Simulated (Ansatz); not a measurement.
Reaction: C2H2Cl (SMILES C=[C]Cl, doublet) → C2H2Cl (SMILES [CH]=CCl, doublet)
Each species at its own B3LYP-D3(BJ)/def2-TZVP minimum (Ansatz, a program for electronic structure).

Total energies in hartree (Ansatz). Radicals and triplets start from unrestricted determinants; spin-orbit coupling is neglected. Cores are frozen in correlated methods. No relativity. The UHF reference of C2H2Cl (C=[C]Cl, doublet) is spin-contaminated (<S^2> up to 0.21 over the pure value in the sets run). The UHF reference of C2H2Cl ([CH]=CCl, doublet) is spin-contaminated (<S^2> up to 0.20 over the pure value in the sets run).

```csv
species,HF/cc-pV(T+d)Z,CCSD(T)/cc-pV(T+d)Z,HF/cc-pV(Q+d)Z,CCSD(T)/cc-pV(Q+d)Z,CCSD(T)/cc-pV(D+d)Z,CCSDT(Q)/cc-pV(D+d)Z
"1: C2H2Cl (SMILES C=[C]Cl, doublet)",-536.36027,-536.89388,-536.36887,-536.93855,-536.74620,-536.74887
"2: C2H2Cl (SMILES [CH]=CCl, doublet)",-536.35607,-536.88771,-536.36458,-536.93252,-536.73917,-536.74177
```

Problem. Work out the isomerisation energy (electronic) in kcal/mol: take Hartree-Fock from cc-pV(Q+d)Z, extrapolate the CCSD(T) correlation energy as X^-3 (X = 3, 4), and add CCSDT(Q) - CCSD(T) in cc-pV(D+d)Z. 1 hartree = 627.51 kcal/mol.

Solution. 
Species 1: correlation (64·(-0.56968) - 27·(-0.53361))/37 = -0.59600; step -0.00267; E1 = -536.36887 + (-0.59600) + (-0.00267) = -536.96754
Species 2: correlation (64·(-0.56794) - 27·(-0.53164))/37 = -0.59443; step -0.00260; E2 = -536.36458 + (-0.59443) + (-0.00260) = -536.96161
-1·E1 +1·E2 = 0.00593 hartree = 3.7 kcal/mol.
